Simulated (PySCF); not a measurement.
From computed data to an observable: chemical shift, span and skew from a shielding tensor

NO2, SMILES O=N[O] (connectivity only; charge and spin as stated), charge -1, multiplicity 1. Atoms are numbered in the order given.

```xyz
3

O      0.0000     1.0699     0.2020
N      0.0000     0.0000    -0.4616
O      0.0000    -1.0699     0.2020
```
Charge -1, spin multiplicity 1.

Coordinates come from a r2SCAN-D4/def2-TZVPD optimisation. The spin state was assumed, not searched. The isomer is the one that the SMILES or the coordinates give; other isomers of the formula were not compared.

GIAO shieldings from PBE/pcSseg-2 in PySCF, non-relativistic, no solvent. The symmetric part of the tensor of N2 has the principal values -962.2, -278.5, 39.5 ppm. The same nucleus in NH3 has σ = 262.8 ppm at this level (PySCF, at its B3LYP-D3(BJ)/def2-TZVP geometry).

Task: Work out the isotropic shielding, the ¹⁵N shift against NH3, the span and the skew.

Result: 
σ(iso) = (σ11 + σ22 + σ33)/3 = -400.4 ppm. δ = σ(ref) − σ(iso) = 262.8 − (-400.4) = 663.2 ppm.
Span Ω = σ33 − σ11 = 1001.7 ppm. Skew κ = 3(σ(iso) − σ22)/Ω = -0.37. Tumbling in solution averages the tensor to δ; in a static solid the shielding alone would spread this spin-1/2 line over Ω.
